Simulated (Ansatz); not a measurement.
Caution: the restricted solution is unstable towards spin-unrestricted or complex orbitals, so a lower solution exists and this singlet may not be the ground state.

B3LYP has the VWN-RPA correlation part, as in Gaussian. 

Z-matrix (Å, degrees):
```
C
C 1 1.4171
C 2 1.4171 1 119.99
C 1 1.4172 2 120.01 3 -0.01
C 4 1.4170 1 120.00 2 0.01
C 5 1.4171 4 120.00 1 0.00
C 6 1.5111 5 107.20 4 121.08
C 7 1.3760 6 109.61 5 -5.75
C 8 1.4496 7 107.97 6 9.68
C 9 1.3760 8 107.98 7 -128.34
C 10 1.4497 9 108.00 8 127.15
C 11 1.3760 10 107.98 9 -128.41
C 12 1.4497 11 107.98 10 127.13
C 13 1.3760 12 108.00 11 -128.42
C 14 1.4496 13 107.98 12 127.15
C 15 1.3760 14 107.97 13 -128.33
C 16 1.4497 15 108.00 14 127.15
C 17 1.3759 16 107.98 15 -128.43
C 10 1.5111 9 109.61 8 9.68
C 19 1.4171 10 107.20 9 -5.75
C 20 1.4170 19 120.00 10 121.08
C 21 1.4172 20 120.00 19 0.00
C 22 1.4171 21 120.01 20 0.00
C 23 1.4171 22 120.00 21 0.00
```
Charge 0, multiplicity 1.

Task: Give the HOMO, vertical electron affinity (Delta-SCF), fall of the energy when the singlet is solved spin-unrestricted, total energy, dipole moment, LUMO, <S²> of the broken-symmetry singlet and HOMO–LUMO gap at the level Ansatz (a program for electronic structure) with B3LYP-D3(BJ)/def2-SVP // GFN2-xTB.

Result: 
- HOMO: -5.90 eV
- vertical electron affinity (Delta-SCF): 2.60 eV
- fall of the energy when the singlet is solved spin-unrestricted: 0.123 eV
- total energy: -913.2928 Ha
- dipole moment: 0.00 D
- LUMO: -4.27 eV
- <S²> of the broken-symmetry singlet: 0.847
- HOMO–LUMO gap: 1.63 eV
